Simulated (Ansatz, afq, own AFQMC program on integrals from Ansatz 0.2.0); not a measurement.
Integrals from Ansatz 0.2.0, then the random walk in our own AFQMC program (afq).

```yaml
crystal:
  periodic: [false, false, false]
  atoms:
    - {symbol: Hf, position_ang: [-0.131806, 0.203248, 0.000000]}
    - {symbol: O, position_ang: [0.571500, 1.797023, 0.000000]}
    - {symbol: Cl, position_ang: [0.202837, -0.917116, -2.056033]}
    - {symbol: Cl, position_ang: [0.202837, -0.917115, 2.056034]}
basis:
  gaussian: {orbitals: def2-SVP}
magnetization: {spin_polarized: false}
correlation: {method: ccsd_t, electrons: outside_noble_gas, hamiltonian_folder: ham}
```

```sh
$ ansatz run in.yaml --threads 1 --pin off --events-out ev --progress --plain --max-ram 16896MiB --backend cuda --devices 0, --max-vram 18GiB
```

afq runs on the folder ham with

```
--method phaseless --trial cisd --walkers 4000 --populations 20 --least-time 60 --time-step 0.005 --steps-per-block 50 --equilibration-blocks 40 --max-blocks 4000 --target-error 0.0003 --factor-cut 1e-05 --seed 1786 --release-times 0.21,0.42,0.63,0.9 --release-step 0.03 --release-every 5 --taylor-order 6
```

Times are imaginary, in 1/Eh. The walk had a cap of 195 s. With eight or more populations the least sampling time is a fifth of least-time, and the error comes from their spread. Core potentials past Kr, no spin–orbit coupling.

Output of the walk:

```
orbitals 67  electrons 12 12  factors 567 of 766
reference energy -1041.16014019 Eh
CCSD correlation -0.56752609 Eh in 16 cycles, weight of the determinant in the CISD state 0.8092
energy of the start -1041.727665 Eh
 block  time / (1/Eh)  mean weight  energy / Eh
     1     0.250  0.9997  -1041.709186
     2     0.500  1.0005  -1041.720630
     3     0.750  0.9997  -1041.728892
     4     1.000  0.9997  -1041.735814
     5     1.250  1.0000  -1041.739162
     7     1.750  0.9997  -1041.742807
     9     2.250  1.0004  -1041.748104
    13     3.250  1.0004  -1041.748706
    21     5.250  0.9998  -1041.754766
    29     7.250  0.9998  -1041.751462
    37     9.250  1.0000  -1041.750486
    45    11.250  0.9997  -1041.754572
    53    13.250  1.0002  -1041.746509
    61    15.250  0.9994  -1041.747385
    65    16.250  1.0002  -1041.746039
    69    17.250  0.9998  -1041.750196
    77    19.250  1.0000  -1041.749381
    85    21.250  1.0001  -1041.749080
    93    23.250  1.0002  -1041.746888
   101    25.250  1.0002  -1041.749183
   109    27.250  1.0005  -1041.750854
   117    29.250  1.0000  -1041.748653
   125    31.250  0.9998  -1041.749945
   133    33.250  0.9998  -1041.754381
   141    35.250  1.0001  -1041.749875
   149    37.250  1.0000  -1041.749777
   157    39.250  1.0006  -1041.748121
   165    41.250  0.9996  -1041.751131
   169    42.250  0.9997  -1041.750594
error from the spread of 20 populations
released: time / (1/Eh)  energy / Eh  error  mean overlap
  0.21  -1041.749368  0.000359  1.0003
  0.42  -1041.749850  0.000275  0.9985
  0.63  -1041.749726  0.000262  1.0021
  0.90  -1041.749892  0.000312  1.0025
energy -1041.749755 +/- 0.000329 Eh
(rows thinned)
```

The run passed its tests (sampling time, drift between the halves within three errors, error under three times the target), which doesn't prove that it has relaxed, ending at its cap on processor time.

Against this walk (error 8.9 meV) on the same determinant: CCSD(T) 43.9 meV higher, CCSDT(Q) 14.6 meV lower (within the noise). The error is statistical and leaves out the bias of the constraint. Released to 0.90 1/Eh the energy moves by -4 ± 12 meV (both errors), within twice the noise.

Cautions: constraint bias not in the error; error above the target (8.9 against 8.2 meV); no spin-orbit coupling; outer-core shells of the metal frozen; higher spins were not checked.

The walk took 3.3 min on 1 × NVIDIA H100 80GB HBM3 with 2 threads of AMD EPYC 7R13 Processor (Zen 3) (shared host) (the card was shared). The log's last line is the phaseless energy.

CCSDT and higher add their correlation energy to the determinant of the CCSD(T) run, since their own runs factorise the integrals more tightly (a shift of under 2 meV). A walk keeps the symmetry of its determinant, which the program's search chose and which needn't be the lowest solution, so a lower state of the same spin and another symmetry isn't excluded.
